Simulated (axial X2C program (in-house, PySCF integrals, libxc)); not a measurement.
Excited states of P₂ by EOM-EE-CCSD

Calculated with an in-house all-electron X2C program for linear molecules (integrals from PySCF): two-component X2C with atomic mean-field Coulomb and Gaunt terms, Gaussian nuclei, basis P dyall-av3z with contracted cores.

R = 1.891 Å (near the PBE0 minimum at charge 0 of the determinant lowest at the starting distance; the state shown can have its own minimum elsewhere).

Hartree–Fock spinors of P₂ (one of each Kramers pair; a window near the gap, which can cut inner shells):

```csv
ω,occupied,ε (eV),character
1/2,yes,-24.64,"71% P s, 20% P p, 7% P d"
1/2,yes,-16.60,"54% P s, 36% P p, 8% P d"
1/2,yes,-11.10,"79% P p, 15% P s, 4% P d"
1/2,yes,-10.12,"86% P p, 9% P d, 4% P f"
3/2,yes,-10.09,"86% P p, 9% P d, 4% P f"
1/2,no,0.40,"57% P p, 37% P d, 5% P f"
3/2,no,0.43,"57% P p, 37% P d, 5% P f"
1/2,no,1.10,95% P p
1/2,no,1.62,"71% P s, 27% P p"
1/2,no,1.70,98% P p
3/2,no,1.70,98% P p
```

Vertical excitation energies from the closed-shell determinant state of P₂:

```
 Ω  excitation (eV)   cm⁻¹  hole of the leading pair  particle of the leading pair  weight of the pair (for Ω = 0 its time-reversed partner can hold as much again)  singles weight
 1            2.680  21613                  86% P pπ            66% P pπ, 26% P dπ                                                                             0.50            0.96
0⁻            2.680  21619                  86% P pπ            66% P pπ, 26% P dπ                                                                             0.24            0.96
 1            3.359  27096                  86% P pπ            66% P pπ, 28% P dπ                                                                             0.95            0.95
 2            3.361  27108                  86% P pπ            66% P pπ, 28% P dπ                                                                             0.51            0.95
 3            3.365  27137                  86% P pπ            66% P pπ, 28% P dπ                                                                             0.95            0.95
```

This point took 29 s on 1 thread of Intel(R) Xeon(R) Processor @ 2.30GHz (shared host).

Reference electrons by ω block (each with its −ω partner): 1/2: 12, 3/2: 3. 10 electrons of P₂ correlated (inner shells frozen), 88 natural virtual spinors (a truncated set); levels can be off by some tenths of an eV. Roots sought by Ω: (0: 5, 1: 4, 2: 3, 3: 1); the list ends where they run out and leaves out roots under 60 % singles weight. The solver can skip a root, and states that need a further excitation, which the method places far too high, are missing though they may lie low or lowest. T1 of the reference 0.016 (Lee–Taylor). Number of frozen shells: P 2 s, 1 p. g and u states are not told apart.
